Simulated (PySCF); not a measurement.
Simulated absorption spectrum

C₄H₁₂PS (charge +1).
SMILES: `C(SC)[PH2+]CC`

Computed with TDDFT PBE0/def2-SVPD, vertical, gas phase, core orbitals frozen in the response (PySCF 2.14.0, density-fitted response routines). Isolated species at its GFN2-xTB geometry (one conformer only). Torsions of this conformer, `[CH3:1][CH2:2][PH2+:3][CH2:4][S:5][CH3:6]`: C1–C2–P3–C4 173°, C2–P3–C4–S5 -65°, P3–C4–S5–C6 -95°.

Computed states:

```json
{"state": "S1", "E (eV)": "5.23", "f": "0.0096"}
{"state": "S2", "E (eV)": "5.73", "f": "0.012"}
{"state": "S3", "E (eV)": "5.78", "f": "0.0029"}
{"state": "S4", "E (eV)": "6.26", "f": "0.042"}
{"state": "S5", "E (eV)": "6.42", "f": "0.018"}
{"state": "S6", "E (eV)": "6.80", "f": "0.037"}
{"state": "S7", "E (eV)": "7.19", "f": "0.013"}
{"state": "S8", "E (eV)": "7.59", "f": "0.018"}
```

Broadening: Gaussians 0.4 eV wide at half height, area fixed by f = 4.319×10⁻⁹ ∫ε dν̃. The width is an assumption, not a result. The curve ends short of the highest state used, and states not computed would add to its high-energy end.

Task: What does the envelope look like, and where are its maxima?

Result: 
E (eV), ε (L mol⁻¹ cm⁻¹) and a bar:
```
     4.63          1 
     4.71          6 
     4.79         22 
     4.88         76 #
     4.96        180 #
     5.04        342 ###
     5.12        522 ####
     5.20        641 #####
     5.28        647 #####
     5.36        571 #####
     5.44        523 ####
     5.53        617 #####
     5.61        816 #######
     5.69        996 ########
     5.77       1043 #########
     5.85        980 ########
     5.93        996 ########
     6.01       1323 ###########
     6.09       2034 #################
     6.18       3024 #########################
     6.26       3630 ##############################
     6.34       3677 ##############################
     6.42       3233 ##########################
     6.50       2664 ######################
     6.58       2355 ###################
     6.66       2420 ####################
     6.75       2649 ######################
     6.83       2616 #####################
     6.91       2255 ##################
     6.99       1766 ##############
```

Maxima: 236 nm (5.24 eV), ε about 660, made up of S1 (98%); 215 nm (5.75 eV), ε about 1000, made up of S2 (77%) and S3 (19%); 197 nm (6.31 eV), ε about 3700, made up of S4 (73%) and S5 (26%); 183 nm (6.78 eV), ε about 2700, made up of S6 (92%) (ε in L mol⁻¹ cm⁻¹; maxima over ε = 5, shares over 10%).

Task: Does any computed singlet lie in the visible range?

Result: No computed singlet lies in the visible range (380 to 750 nm); the lowest, at 237 nm, stands 1.97 eV above its violet end (3.26 eV).

Task: On this curve, what absorbance would a 10⁻⁴ mol/L sample give at 248 nm over a 1 cm path?

Result: 248 nm is 4.999 eV, where ε is about 250 L mol⁻¹ cm⁻¹, so A = ε c l ≈ 0.025 (Beer–Lambert, with the gas-phase spectrum and the assumed width).

Task: Coming from long wavelengths, where does ε first pass 100 L mol⁻¹ cm⁻¹?

Result: At about 253 nm (4.90 eV), 0.33 eV below S1.
